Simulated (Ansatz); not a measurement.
```yaml
crystal:
  periodic: [false, false, false]
  atoms:
    - {symbol: C, position_ang: [-0.418556, 0.293061, 1.014986]}
    - {symbol: C, position_ang: [0.217380, -0.561775, 0.266080]}
    - {symbol: F, position_ang: [1.560280, -0.323615, 0.221209]}
    - {symbol: S, position_ang: [-0.246162, -0.309292, -1.645229]}
    - {symbol: S, position_ang: [0.002373, 1.520940, -1.600112]}
    - {symbol: H, position_ang: [-0.237859, 1.002425, 0.852316]}
    - {symbol: H, position_ang: [-1.620407, 0.055274, 1.092856]}
    - {symbol: H, position_ang: [0.043055, -0.020462, 1.948557]}
    - {symbol: H, position_ang: [0.303772, -1.751882, 0.263698]}
    - {symbol: H, position_ang: [1.318215, 1.271565, -2.319131]}
basis:
  gaussian: {orbitals: def2-TZVPD}
total_charge: -3
magnetization: {spin_polarized: true, initial_magnetization: 1}
hamiltonian: {xc: {name: SVWN5}}
output: {forces: true}
```

```sh
$ ansatz run in.yaml --threads 4 --pin off --events-out ev --progress --plain --max-ram 10444MiB
```

Output, abridged:

```
Functional definition: SVWN5
  name "SVWN5"
  cite "Dirac, Proc. Camb. Phil. Soc. 26, 376 (1930) doi:10.1017/S0305004100016108"
  cite "Slater, Phys. Rev. 81, 385 (1951) doi:10.1103/PhysRev.81.385"
  cite "Vosko, Wilk & Nusair, Can. J. Phys. 58, 1200 (1980) doi:10.1139/p80-159"
  exchange = slater_x
  correlation = vwn5_c
1386 factors; their error is unknown
mean field evaluation 1: about -26010.5946 eV, gradient 2.1e2 eV
mean field evaluation 2: about -24841.6756 eV, gradient 6.5e2 eV
mean field evaluation 4: about -26290.5330 eV, gradient 1.7e2 eV
mean field evaluation 8: about -26390.1818 eV, gradient 6.0e1 eV
mean field evaluation 16: about -26418.1820 eV, gradient 9.2e-1 eV
mean field evaluation 32: about -26418.1758 eV, gradient 4.6e-5 eV
a density is far from that of the atoms, so the factors are made again for it
1783 factors; integrals over basis functions are off by at most 1.1e-3 eV
mean field -26418.17554646 eV, -970.8500444499 hartree, gradient 6.5e-6 eV, S^2 1.121070; 0 other end points of the search recorded, 0 dependent functions left out
the calculation of the forces begins
reference -26418.17557469 eV, -970.8500454871 hartree; 31, 30 occupied and 220, 221 virtual orbitals, 1783 factors
Total energy: -26418.17557469 eV, -970.8500454871 hartree
Atom 0 at    -0.418556     0.293061     1.014986 Å, force   -13.102172   -29.033230    11.769829 eV/Å
Atom 1 at     0.217380    -0.561775     0.266080 Å, force     3.438879    -7.940127    -8.320970 eV/Å
Atom 2 at     1.560280    -0.323615     0.221209 Å, force     1.632278     0.940516     0.684170 eV/Å
Atom 3 at    -0.246162    -0.309292    -1.645229 Å, force    -1.728574    -5.643445     1.538648 eV/Å
Atom 4 at     0.002373     1.520940    -1.600112 Å, force     2.516711     4.753970    -1.913687 eV/Å
Atom 5 at    -0.237859     1.002425     0.852316 Å, force     7.384669    32.443907    -6.873631 eV/Å
Atom 6 at    -1.620407     0.055274     1.092856 Å, force     2.483574     0.702416    -0.197855 eV/Å
Atom 7 at     0.043055    -0.020462     1.948557 Å, force    -0.239827     0.611547     1.758525 eV/Å
Atom 8 at     0.303772    -1.751882     0.263698 Å, force    -1.411221     1.770160     0.795790 eV/Å
Atom 9 at     1.318215     1.271565    -2.319131 Å, force    -0.974317     1.394285     0.759180 eV/Å
Dipole moment:     0.698164    -0.793624     1.929149 e Å
```

**Question.** Something in this input is off. What?

**Answer.** The charge is far from anything that the molecule holds. Self-consistency was reached. The result belongs to that input, not to the molecule as meant.
